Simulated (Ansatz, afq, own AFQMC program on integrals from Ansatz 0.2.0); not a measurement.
## SbH2⁻, singlet in def2-SVPD, levels against CCSDT(Q)

| atom | x (Å) | y (Å) | z (Å) |
| --- | --- | --- | --- |
| Sb | 0.0000 | -0.0259 | -0.0061 |
| H | 0.0000 | 1.9344 | 1.9764 |
| H | 0.0000 | 1.1894 | -1.2352 |

Basis def2-SVPD with its core potentials. Only valence electrons are correlated. Ansatz 0.2.0 and our own AFQMC program on the same integrals; the CISD trial comes from CCSD amplitudes, and released means the phaseless constraint is let go. Error bars are statistical, one sigma. No spin–orbit coupling.

Determinant: RHF, the one that the program's search chose, which needn't be the lowest solution. The geometry is a point of a scan.

No full CI on the walks' own integrals is used here; CCSDT(Q) serves as the reference and is uncertain by about the last step of the cluster series.

Cautions: no spin-orbit coupling; inner d shell frozen; higher spins were not checked; restricted determinant unstable towards unrestricted (UHF 401 meV lower, ⟨S²⟩ 0.69); strong correlation (T1 0.041, weight of the determinant 0.83, largest double 0.18); the released energies move by 1.5 errors or more from one time to the next, so no released level is given (meV from the phaseless value at times in 1/Eh: -17 ± 16 at 0.24, -10 ± 15 at 0.51, -16 ± 10 at 0.99, -10 ± 9 at 1.62, -31 ± 13 at 2.40), though the last usable value meets CCSDT(Q) within the noise.

- T1 diagnostic: 0.0411
- weight of the determinant in the CISD state: 0.834
- size of the correlated space: 8 electrons in 39 orbitals

```json
{"level": "MP2", "correlation energy (eV)": "-3.1855"}
{"level": "CCSD", "correlation energy (eV)": "-4.1042"}
{"level": "CCSD(T)", "correlation energy (eV)": "-4.2744"}
```

(1) Estimate where phaseless AFQMC with a CISD trial lies against CCSD(T) on the same integrals.

(1) 1.2 ± 1.2 kJ/mol above CCSD(T). The gap is under twice the noise, so this walk alone can't tell the two apart.

Reference: CCSDT(Q), correlation energy -4.312 eV.

| level | E − E(reference) (kJ/mol) | share of correlation (%) |
| --- | --- | --- |
| CCSD(T) | 3.7 | 99.12 |
| CCSDT | 1.1 | 99.73 |
| ph-AFQMC/CISD | 4.9 ± 1.2 | 98.82 |

A walk keeps the symmetry of its determinant, which the program's search chose and which needn't be the lowest solution, so a lower state of the same spin and another symmetry isn't excluded.
